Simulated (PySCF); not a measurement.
Dissociation curve of OH, doublet.

Levels of theory: UKS-PBE0 = PySCF with unrestricted PBE0/6-31G; UCCSD = PySCF with CCSD on UHF/6-31G, 1 core orbital frozen; UKS-wB97X-V = unrestricted wB97X-V/6-31G (PySCF).

Energies are in kcal/mol, each relative to the lowest point of its own curve near equilibrium.

```tsv
R / Å	UKS-PBE0	UCCSD	UKS-wB97X-V
0.73	68.4	69.6	69.3
0.77	43.7	44.7	44.4
0.82	22.8	23.5	23.3
0.88	8.2	8.7	8.5
0.92	3.0	3.4	3.2
0.95	0.9	1.2	1.0
0.97	0.2	0.4	0.3
1.00	0.0	0.0	0.0
1.03	0.6	0.5	0.6
1.06	2.0	1.6	1.9
1.12	6.2	5.4	6.1
1.21	15.1	13.3	15.0
1.31	26.7	23.3	26.8
1.45	43.4	37.3	44.0
1.62	61.0	52.0	62.7
1.74	69.9	60.2	72.2
1.96	79.9	70.4	82.6
2.16	84.9	75.1	87.4
2.37	87.8	77.3	90.0
2.64	89.7	78.2	91.5
2.92	90.6	78.4	92.2
3.42	91.2	78.6	92.7
3.87	91.4	78.6	92.8
```

At the longest distance, 3.87 Å, UKS-wB97X-V lies highest above its minimum (92.8 kcal/mol) and UCCSD lowest (78.6 kcal/mol).

The unrestricted determinant behind UKS-PBE0, UKS-wB97X-V is spin-contaminated at 1.62 to 3.87 Å (<S²> up to 1.8, against 0.75 for a pure doublet). The unrestricted determinant behind UCCSD is spin-contaminated at 1.31 to 3.87 Å (<S²> up to 1.8, against 0.75 for a pure doublet).
